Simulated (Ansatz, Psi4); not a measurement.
**CH (SMILES [CH]): the vertical energy of the quartet above the doublet from total energies**

CH has 2 atoms, charge 0, and is taken as a doublet. SMILES: `[CH]`. Geometry: relaxed at PBE0-D4/def2-TZVP.

```xyz
2

C     0.0000    0.0000   -0.0041
H     0.0000    0.0000    1.1184
```

Both states at this one shape; open shells run unrestricted unless said. 1 Eh = 27.2114 eV.

| level | program | doublet CH (Eh) | quartet CH (Eh) |
| --- | --- | --- | --- |
| UPBE0/6-311G** | Ansatz | -38.433419 | -38.413644 |
| UTPSSh/def2-TZVPPD | Psi4 | -38.499712 | -38.475990 |

Problem. Work out the vertical gap, second state less first, at each level.

Solution. 
1. UPBE0/6-311G**: -38.413644 − (-38.433419) = 0.019775 Eh = 0.54 eV.
2. UTPSSh/def2-TZVPPD: -38.475990 − (-38.499712) = 0.023722 Eh = 0.65 eV.

No measured value is set beside it here; the levels span 0.54 to 0.65 eV. The first state is spin-contaminated at UPBE0/6-311G** (⟨S²⟩ = 0.89).
